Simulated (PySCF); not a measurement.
chlorine (Cl₂), SMILES ClCl. Geometry optimised at PBE-D3(BJ)/def2-TZVPD.

Computed equilibrium geometry at PBE-D3(BJ)/def2-TZVPD (PySCF confirms it by a frequency run) as Cartesian coordinates in Å, and its point group:
point group D∞h.
```xyz
2

Cl     0.0000     0.0000    -1.0028
Cl     0.0000     0.0000     1.0028
```
Charge 0, spin multiplicity 1.
